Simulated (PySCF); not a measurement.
Method: PBE-D3(BJ)/def2-TZVP in PySCF 2.14.0. Isolated molecules, 0 K electronic values unless said otherwise. 

Reference species (SMILES): `C#N` (neutral, multiplicity 1).

```yaml
dipole_moment: 2.93 D
```

Changed species: `BC#N` (whole molecule; the reference has whole molecule).

Task: Predict the effect on the dipole moment.

Result: the dipole moment decreases by 0.39 D, to 2.54 D.
